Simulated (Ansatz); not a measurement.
# BH2 (doublet): wave-function methods side by side at scale of all distances = 0.871, aug-cc-pVDZ

Aim: climb from Hartree-Fock through coupled cluster and multireference methods for BH2 (doublet) at one geometry and basis, and see what each rung misses.

Program: Ansatz 0.2.0, Gaussian basis. Level of theory: aug-cc-pVDZ, core rule «outside noble gas», up to 1 orbitals frozen. These are calculated values, not measurements.

The runs, in order: UHF; CCSD(T) on ROHF; CCSD(T) on UHF; BCCD(T) on ROHF; CISD; CCSDT(Q) on ROHF; CCSDT(Q) on UHF; CASSCF and MRCISD+Q, 3 electrons in 3 orbitals; CASSCF and NEVPT2, 3 electrons in 3 orbitals; CASSCF and MRCISD+Q, 5 electrons in 6 orbitals; CASSCF and NEVPT2, 5 electrons in 6 orbitals; Full CI.

11 further runs of the same task are left out: 7 that didn't finish, 4 set aside as unsound or not needed.

## Step 1: The system

The geometry derives from a PBE0/def2-TZVP stationary point (not a proven minimum). All distances are scaled together.

3 atoms, charge 0, spin multiplicity 2.

Atoms are counted from 1 here; the program's logs count them from 0.

Bond lengths: B1–H2 1.038 Å, B1–H3 1.038 Å. Angles: H2–B1–H3 129.4°.

Coordinates:

```
B     0.0000   -0.0697    0.0000
H     0.0000    0.3737   -0.9381
H     0.0000    0.3737    0.9381
```

## Step 2: UHF

in.yaml

```yaml
crystal:
  periodic: [false, false, false]
  atoms:
    - {symbol: B, position_ang: [0.000000, -0.069685, 0.000000]}
    - {symbol: H, position_ang: [0.000000, 0.373717, -0.938074]}
    - {symbol: H, position_ang: [0.000000, 0.373717, 0.938074]}
basis:
  gaussian: {orbitals: aug-cc-pVDZ}
magnetization: {spin_polarized: true, initial_magnetization: 1}
hamiltonian: {xc: hf}
output: {orbitals: {seedname: orbitals}}
```

Command:

```bash
> ansatz run in.yaml --threads 1 --pin off --events-out ev --progress --plain --max-ram 2393MiB
```

Further steps of the session: CCSD(T) on ROHF; CCSD(T) on UHF; BCCD(T) on ROHF; CISD; CCSDT(Q) on ROHF; CCSDT(Q) on UHF; CASSCF and MRCISD+Q, 3 electrons in 3 orbitals; CASSCF and NEVPT2, 3 electrons in 3 orbitals; CASSCF and MRCISD+Q, 5 electrons in 6 orbitals; CASSCF and NEVPT2, 5 electrons in 6 orbitals; Full CI.

Before running them: what should the planned runs give, taken together? Wanted: FCI below the RHF energy; RMP2 from FCI; UMP2 from FCI; RCCSD from FCI; RCCSD(T) from FCI; UCCSD(T) from FCI; RCCSDT(Q) from FCI; UCCSDT(Q) from FCI; NEVPT2 pair from FCI.

**Answer**, as computed:

```
                         quantity                                                                                                             value
         FCI below the RHF energy                                                                                                        -2.4245 eV
                    RMP2 from FCI                                                                                                      +54.1 kJ/mol
                    UMP2 from FCI                                                                                                      +53.6 kJ/mol
                   RCCSD from FCI                                                                                                       +4.0 kJ/mol
                RCCSD(T) from FCI                                                                                                       +0.9 kJ/mol
                UCCSD(T) from FCI                                                                                                       +0.9 kJ/mol
               RCCSDT(Q) from FCI                                                                                                        0.0 kJ/mol
               UCCSDT(Q) from FCI                                                                                                        0.0 kJ/mol
             NEVPT2 pair from FCI                                                                                                      +58.7 kJ/mol
           MRCISD+Q pair from FCI                                                                                                       -1.2 kJ/mol
          NEVPT2 valence from FCI                                                                                                      +44.7 kJ/mol
levels within 1 kcal/mol (43 meV)  RCCSD, UCCSD, RCCSD(T), UCCSD(T), BCCD(T), RCCSDT, UCCSDT, RCCSDT(Q), UCCSDT(Q), MRCISD+Q pair, MRCISD+Q valence
                    T1 diagnostic                                                                                                             0.014
   effectively unpaired electrons                                                                                                              1.02
```

RCCSD(T) lands +0.9 kJ/mol from the yardstick (0.4 % of the correlation energy). MRCISD+Q pair falls below full CI: the +Q correction isn't variational, and the cores differ from full CI's. One determinant dominates. Of the multireference levels listed MRCISD+Q valence comes nearest in total energy (+0.2 kJ/mol), which doesn't show that its space is the better one. These misses are within one basis, not against nature; the frozen cores of restricted and unrestricted runs differ, which can shift their rows.
